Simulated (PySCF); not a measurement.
propene (C3H6), SMILES C(C)=C. Geometry: PBE-D3(BJ)/def2-TZVP.

Computed equilibrium geometry at PBE-D3(BJ)/def2-TZVP (PySCF confirms it by a frequency run) as a Z-matrix, and its point group:
point group Cs.
```
C
C 1 1.3356
H 2 1.0908 1 121.68
H 2 1.0932 3 116.96 1 180.00
H 1 1.0961 2 118.74 3 0.00
C 1 1.4963 5 116.08 2 180.00
H 6 1.0990 1 111.53 5 180.00
H 6 1.1022 7 108.27 1 122.54
H 6 1.1022 7 108.27 8 114.93
```
